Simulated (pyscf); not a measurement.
methyltrichlorosilane (H₃C–Si(Cl)(Cl)–Cl) + methyl (CH₃•) → ethane (H₃C–CH₃) + Cl–Si•(Cl)–Cl (substitution at C; doublet surface; C–Si broken, C–C formed). PySCF, gas phase, ωB97X-D3(BJ)/def2-SVP geometries. Rate constants from transition-state theory, ωB97M-D3(BJ)/def2-TZVP energies (ideal gas, 1 atm, RRHO with modes under 100 cm⁻¹ raised to 100, one conformer, R ln 2 for rigid chiral ones; no tunnelling), k in cm³ molecule⁻¹ s⁻¹.

| T (K) | 1000/T | log10 k |
|---|---|---|
| 298 | 3.354 | -45.01 |
| 600 | 1.667 | -28.68 |
| 900 | 1.111 | -23.15 |
| 1200 | 0.833 | ? |

**Question.** Fit an Arrhenius line to the three values, give the activation energy, and predict k at 1200 K.

**Answer.** Least squares gives log10 k = -12.39 − 9.73 × 1000/T, so Ea = 9.73 × ln 10 × 1.987 = 44.5 kcal/mol, against an electronic barrier of 40.6. At 1200 K the line gives -20.50; the computed value is -20.27 (ΔG‡ = 81.7 kcal/mol), a factor 1.7 over the line, since the plot is curved. This is the saddle that the search found; another between the same sides may lie lower. The angle at the attacked C is 180°.
